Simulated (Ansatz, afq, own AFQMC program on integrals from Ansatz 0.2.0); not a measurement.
## Where AFQMC and coupled cluster stand for CH₂Ge, quintet

```yaml
atoms:
  - { symbol: Ge, position_ang: [0.0000, 0.0000, 0.3308] }
  - { symbol: C, position_ang: [0.0000, 0.0000, -1.6265] }
  - { symbol: H, position_ang: [0.0000, 0.9089, -2.2295] }
  - { symbol: H, position_ang: [0.0000, -0.9089, -2.2295] }
```

Connectivity, by distances: Ge–CH2.

Basis cc-pVDZ. Only valence electrons are correlated. Ansatz 0.2.0 and our own AFQMC program on the same integrals; the CISD trial comes from CCSD amplitudes, and released means the phaseless constraint is let go. ± is one standard error of the sampling. No spin–orbit coupling.

Determinant: UHF, the one that the program's search chose, which needn't be the lowest solution. The geometry is a PBE0/def2-TZVP stationary point of this or a neighbouring charge and spin state.

No full CI on the walks' own integrals is used here; CCSDT(Q) serves as the reference and is uncertain by about the last step of the cluster series.

Cautions: no relativity below Rb; no spin-orbit coupling; inner d shell frozen; another spin lies lower (by 2.58 eV).

The T1 diagnostic is 0.0166 and the weight of the determinant in the CISD state is 0.906. The ⟨S²⟩ of the determinant is 6.020 and the size of the correlated space is 10 electrons in 36 orbitals.

Reference: CCSDT(Q), correlation energy -5.060 eV. The released energy is read at 2.40 1/Eh (meV from the phaseless value at times in 1/Eh: 0.4 ± 1.7 at 0.24, -0.7 ± 1.4 at 0.51, -1.6 ± 1.6 at 0.99, -3.0 ± 1.7 at 1.62, -2.9 ± 1.8 at 2.40).

| level | E − E(reference) (meV) | share of correlation (%) |
| --- | --- | --- |
| HF | 5059.6 | 0.00 |
| MP2 | 948.6 | 81.25 |
| CCSD | 154.3 | 96.95 |
| CCSD(T) | 29.7 | 99.41 |
| CCSDT | 7.4 | 99.85 |
| ph-AFQMC/HF | -51.3 ± 24.8 | 101.01 |
| ph-AFQMC/CISD | 0.4 ± 2.2 | 99.99 |
| released AFQMC | -2.6 ± 1.8 | 100.05 |

A walk keeps the symmetry of its determinant, which the program's search chose and which needn't be the lowest solution, so a lower state of the same spin and another symmetry isn't excluded. Released energies are given only where the last usable release times agree within the noise; a slower fall can still hide under it.
